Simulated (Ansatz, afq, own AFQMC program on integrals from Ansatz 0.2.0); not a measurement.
# CH3⁺, singlet in cc-pVDZ, levels against full CI

```
atom    x (Å)    y (Å)    z (Å)
   C   0.0000   0.0000   0.0000
   H   1.0932   0.0139  -0.0002
   H  -0.5586   0.9397  -0.0028
   H  -0.5345  -0.9536   0.0030
```

Basis cc-pVDZ. Only valence electrons are correlated. Ansatz 0.2.0 and our own AFQMC program on the same integrals; the CISD trial comes from CCSD amplitudes, and released means the phaseless constraint is let go. Free AFQMC starts from the CCSD state and is never constrained. Its projection time is finite, and what remains of the start isn't in its error. Uncertainties: one standard error, sampling alone.

Determinant: RHF, the one that the program's search chose, which needn't be the lowest solution. The geometry is a PBE0/def2-TZVP stationary point of this or a neighbouring charge and spin state.

Full CI on the same integrals is exact in this basis and with this determinant's frozen core.

The T1 diagnostic is 0.0042, the weight of the determinant in the CISD state is 0.948 and the size of the correlated space is 6 electrons in 28 orbitals.

| level | correlation energy (eV) |
| --- | --- |
| MP2 | -2.8842 |
| CCSD | -3.5293 |
| CCSD(T) | -3.5795 |

Q: Estimate where phaseless AFQMC with a CISD trial lies against CCSD(T) on the same integrals.

A: 0.27 ± 0.06 kcal/mol below CCSD(T).

Reference: full CI, correlation energy -3.591 eV. The released energy is read at 2.40 1/Eh (meV from the phaseless value at times in 1/Eh: -1 ± 4 at 0.24, 3 ± 3 at 0.51, -3 ± 3 at 0.99, 1.9 ± 2.2 at 1.62, 5.9 ± 2.3 at 2.40).

```tsv
level	E − E(reference) (kcal/mol)	share of correlation (%)
CCSD(T)	0.26	99.68
CCSDT	0.04	99.95
CCSDT(Q)	0.01	99.99
CCSDTQ	0.00	100.00
ph-AFQMC/HF	-0.54 ± 0.53	100.65
ph-AFQMC/CISD	-0.01 ± 0.06	100.01
released AFQMC	0.13 ± 0.05	99.84
free AFQMC	-0.09 ± 0.12	100.10
```

CCSDT and higher add their correlation energy to the determinant of the CCSD(T) run, since their own runs factorise the integrals more tightly (a shift of under 2 meV). Free projections are given only where their last times agree within the noise and don't stop above the reference; a slow remainder of the start can still hide under it. A walk keeps the symmetry of its determinant, which the program's search chose and which needn't be the lowest solution, so a lower state of the same spin and another symmetry isn't excluded. Released energies are given only where the last usable release times agree within the noise; a slower fall can still hide under it.
